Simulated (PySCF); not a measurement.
**NO2: relaxation and vibrations of the quartet**

Aim: relax NO2 as a quartet from a end-on start, check by its vibrations whether the end is a minimum, and collect its spectrum and constants.

The runs use PySCF 2.14.0; PBE0, basis N def2-TZVP, O def2-TZVP, no relativity, density fitting.

## (1) Where the work starts

3 atoms, charge 0, spin multiplicity 4.

Bond lengths: N1–O2 1.380 Å, O2–O3 1.445 Å. Angles: N1–O2–O3 119.9°.

```xyz
3
charge 0 multiplicity 4
N     0.0000    0.0000    0.0000
O     0.0000    0.0000    1.3802
O     1.2528    0.0000    2.1002
```

## (2) Finding the electronic state

One driver script runs all steps and calls PySCF; scf.py shows how it sets up the SCF of each step. The optimiser is the driver's own. After this first run the driver tries any further starts and a stability analysis.

Contents of scf.py:

```python
from pyscf import gto, scf, dft
mol = gto.M(atom='''
N      0.000000     0.000000     0.000000
O      0.000000     0.000000     1.380200
O      1.252800     0.000000     2.100200''',
    basis={'N': 'def2-TZVP', 'O': 'def2-TZVP'},
    charge=0, spin=3)
mf = dft.UKS(mol, xc='PBE0')
mf.grids.atom_grid = (50, 194)
aux = {'N': 'def2-universal-JKFIT', 'O': 'def2-universal-JKFIT'}
mf = mf.density_fit(auxbasis=aux)
mf.conv_tol = 1e-08
mf.diis_space = 10
mf.max_cycle = 60
mf.init_guess = 'minao'
mf.verbose = 4
mf.kernel()
```

Launch:

```console
$ OMP_NUM_THREADS=2 python axn.py task.json out
```

The log of the run:

```text
init E= -204.766197538798
[... the frontier-level lines of each cycle are left out ...]
cycle= 1 E= -204.684215593229  delta_E= 0.082  |g|= 0.393  |ddm|= 1.19
cycle= 2 E= -204.536995152133  delta_E= 0.147  |g|= 0.708  |ddm|= 0.652
cycle= 3 E= -204.763669205534  delta_E= -0.227  |g|= 0.0782  |ddm|= 0.432
cycle= 4 E= -204.76661170755  delta_E= -0.00294  |g|= 0.0411  |ddm|= 0.0728
cycle= 5 E= -204.767494922988  delta_E= -0.000883  |g|= 0.0106  |ddm|= 0.031
cycle= 6 E= -204.767540256077  delta_E= -4.53e-05  |g|= 0.0134  |ddm|= 0.012
cycle= 7 E= -204.767621915488  delta_E= -8.17e-05  |g|= 0.00199  |ddm|= 0.00831
cycle= 8 E= -204.767630004036  delta_E= -8.09e-06  |g|= 0.000853  |ddm|= 0.00389
cycle= 9 E= -204.767631891196  delta_E= -1.89e-06  |g|= 0.0003  |ddm|= 0.0025
cycle= 10 E= -204.767632062421  delta_E= -1.71e-07  |g|= 0.000106  |ddm|= 0.000702
cycle= 11 E= -204.76763208326  delta_E= -2.08e-08  |g|= 3.52e-05  |ddm|= 0.000256
cycle= 12 E= -204.767632085276  delta_E= -2.02e-09  |g|= 1.23e-05  |ddm|= 7.52e-05
Extra cycle  E= -204.767632085525  delta_E= -2.49e-10  |g|= 9.93e-06  |ddm|= 2.21e-05
converged SCF energy = -204.767632085525  <S^2> = 3.7715912  2S+1 = 4.0107811
```

This step, with its further starts and checks, needed 8.6 s of wall time on 2 threads of Intel Xeon at 2.60GHz (Ice Lake), shared host.

The starts that the driver tried:

```tsv
start	energy (Eh)
the minimal-basis guess	-204.767632
a thermally smeared density	-204.767632
a smeared PBE density	-204.767632
```

The test of internal stability and the other starts found no lower solution of this spin.

## (3) End-on start, quartet: relaxation

The program finds Cs symmetry in the start, which this walk keeps. The walk stops when the largest gradient is under 0.0003 Eh/bohr and the energy has settled too.

Edit scf.py of step 2 so:

```diff
@@ -3,3 +3,3 @@
-N      0.000000     0.000000     0.000000
-O      0.000000     0.000000     1.380200
-O      1.252800     0.000000     2.100200''',
+N     -0.435685     0.000000    -1.210376
+O     -0.435685     0.000000     0.169824
+O      0.817115     0.000000     0.889824''',
@@ -15 +14,0 @@
-mf.init_guess = 'minao'
```

Steps of the walk:

```tsv
step	energy (Eh)	change (kJ/mol)	largest symmetric gradient (Eh/bohr)
0	-204.767632	0.00	0.04095
1	-204.780014	-32.51	0.01336
2	-204.780647	-34.17	0.00569
3	-204.780727	-34.38	0.00198
4	-204.780731	-34.39	0.00138
5	-204.780734	-34.40	0.00021
6	-204.780734	-34.40	0.00003
```

The walk took 8.1 s.

Geometry (Å) and forces (eV/Å) at some steps:

```
step 0
N   -0.436   0.000  -1.210   0.908   0.000   2.106
O   -0.436   0.000   0.170   0.756   0.000  -0.150
O    0.817   0.000   0.890  -1.665   0.000  -1.956
step 1
N   -0.341   0.000  -1.118   0.182   0.000  -0.301
O   -0.485   0.000   0.209   0.332   0.000   0.688
O    0.771   0.000   0.758  -0.513   0.000  -0.386
step 3
N   -0.324   0.000  -1.118  -0.005   0.000  -0.102
O   -0.485   0.000   0.233  -0.029   0.000   0.070
O    0.755   0.000   0.734   0.034   0.000   0.032
step 6
N   -0.325   0.000  -1.120  -0.001   0.000  -0.001
O   -0.484   0.000   0.234   0.001   0.000   0.001
O    0.755   0.000   0.736   0.001   0.000   0.000
```

After 6 steps and 34.4 kJ/mol it ends at Cs: N–O 1.364 Å, O–O 1.337 Å; N–O–O 105.3°.

## (4) Hessian and properties

The point is checked on the finer grid, and tightened if its gradient asks for it. The Hessian and the dipole derivatives come from central differences of analytic gradients, with steps of 0.02 bohr.

Edit scf.py of step 3 so:

```diff
@@ -3,3 +3,3 @@
-N     -0.435685     0.000000    -1.210376
-O     -0.435685     0.000000     0.169824
-O      0.817115     0.000000     0.889824''',
+N     -0.320118     0.000000    -1.116336
+O     -0.479626     0.000000     0.237842
+O      0.759880     0.000000     0.739477''',
@@ -9 +9 @@
-mf.grids.atom_grid = (50, 194)
+mf.grids.atom_grid = (75, 302)
@@ -12 +12 @@
-mf.conv_tol = 1e-08
+mf.conv_tol = 1e-10
```

The driver hands on the density of the step before, so the log starts near convergence.

Log of the central SCF (cycles and frontier levels):

```text
init E= -204.780721951071
[... the frontier-level lines of each cycle are left out ...]
cycle= 1 E= -204.780721951048  delta_E= 2.25e-11  |g|= 9.28e-06  |ddm|= 6.26e-06
Extra cycle  E= -204.780721950948  delta_E= 9.99e-11  |g|= 1.95e-05  |ddm|= 1.24e-05
converged SCF energy = -204.780721950948  <S^2> = 3.7635702  2S+1 = 4.0067793
```

The whole step took 32 s.

Geometry: Cs; N–O 1.364 Å, O–O 1.337 Å; N–O–O 105.3°.

Harmonic modes (main isotopes):

```json
{"symmetry": "a'", "ω (cm⁻¹)": "455", "IR (km/mol)": "5.6"}
{"symmetry": "a'", "ω (cm⁻¹)": "834", "IR (km/mol)": "82.1"}
{"symmetry": "a'", "ω (cm⁻¹)": "1122", "IR (km/mol)": "9.1"}
```

All wavenumbers are real: a minimum.

Constants and moments:

- Dipole moment: 0.35 D
- Highest occupied level: -8.38 eV
- Lowest empty level: -4.72 eV
- Rotational constants: 2.412, 0.4892, 0.4067 cm⁻¹
- Zero-point energy: 14.4 kJ/mol
- Principal polarisabilities: 10.6, 13.7, 23.9 bohr³
- Atomisation energy without zero-point energy: 524 kJ/mol
- Principal traceless quadrupole moments about the centre of mass: -1.51, 0.19, 1.32 D Å
- Entropy at 298.15 K and 1 bar (electronic part: spin only): 259.2 J/(mol K)
- Heat capacity Cp at 298.15 K: 42.5 J/(mol K)
- Enthalpy at 298.15 K above 0 K: 10.84 kJ/mol
- Rotational symmetry number: 1
- Spin squared ⟨S²⟩: 3.764

Charges (e) and bond orders:

```tsv
atom	Mulliken	Löwdin	polar tensor	spin (Mulliken)	Mayer order to N1
N1	0.02	-0.02	0.22	1.88	–
O2	0.05	0.04	-0.27	0.21	1.03
O3	-0.07	-0.02	0.05	0.91	0.14
```

Outer orbital energies (eV). α occupied: -21.27, -16.15, -15.84, -14.65, -11.78, -10.32, -9.85, -8.38; empty: 1.33, 2.87, 6.33, 8.43. β occupied: -394.23, -34.41, -25.82, -19.00, -14.71, -13.30, -13.17, -9.36; empty: -4.72, -3.20, -1.86, 2.37.

Mulliken populations on N1: s 3.96, p 2.96, d 0.05, f 0.00.

## (5) What came out

| quantity | value |
| --- | --- |
| minimum | quartet, Cs |
| geometry | N–O 1.364 Å, O–O 1.337 Å; N–O–O 105.3° |
| wavenumbers (cm⁻¹) | 455 (a'), 834 (a'), 1122 (a') |
| dipole moment | 0.35 D |
| highest occupied, lowest empty level (either spin) | -8.38, -4.72 eV |
| polar-tensor charge of N1 | +0.22 e |
| zero-point energy | 14.4 kJ/mol |
| entropy at 298.15 K | 259.2 J/(mol K) |
| atomisation energy (no zero-point energy) | 524 kJ/mol |
| ⟨S²⟩ | 3.764 |

The end-on start keeps its Cs symmetry and ends in a minimum. The strongest infrared band lies at 834 cm⁻¹ (a'). Most of the spin sits on N1 (Mulliken spin 1.88, against 3 for the whole molecule). Only this shape and spin were tried, so other structures or states may lie lower.

The search up to here took 48 s.
